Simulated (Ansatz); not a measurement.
System: PH2 (charge +1, singlet). 
Structure (B3LYP-D3(BJ)/def2-TZVP (Ansatz, a quantum-chemistry and plane-wave program) minimum search):
```xyz
3

P     -0.0049    -0.0032     0.1166
H      0.0381     1.0494    -0.8469
H      0.0361    -1.0020    -0.9025
```
Charge +1, spin multiplicity 1.

Total electronic energies in hartree. Valence correlation only, unless marked. Spin-orbit coupling is left out. No relativistic terms. CBS marks a two-point X^-3 extrapolation of the correlation energy; Hartree-Fock from the larger set (for Q and 5 zeta extrapolated as (X+1)exp(-9√X)).

The Hartree-Fock reference is unstable (checked in the largest basis), which strains HF and MP2. 

```
level                                        program  energy (Eh)
------------------------------------  --------------  -----------
r2SCAN-D4/def2-TZVPD                  Ansatz + dftd4            …
B3LYP-D3(BJ)/def2-TZVPD               Ansatz + dftd3   -342.17467
RI-MP2/def2-QZVPPD                            Ansatz   -341.68036
SCS-MP2/6-31G                                 Ansatz   -341.51533
SCS-MP2/cc-pV(T+d)Z                           Ansatz   -341.67921
CCSD(T)/6-31G*                                Ansatz   -341.61569
CCSD(T)/aug-cc-pV(D+d)Z                       Ansatz   -341.66875
CCSD(T)/cc-pVTZ                               Ansatz   -341.69870
CCSD(T)/CBS(cc-pV(Q+d)Z,cc-pV(5+d)Z)          Ansatz    -341.7167
```

Problem. Complete the blanks.

Solution. 
- r2SCAN-D4/def2-TZVPD, energy (Eh): -342.11218
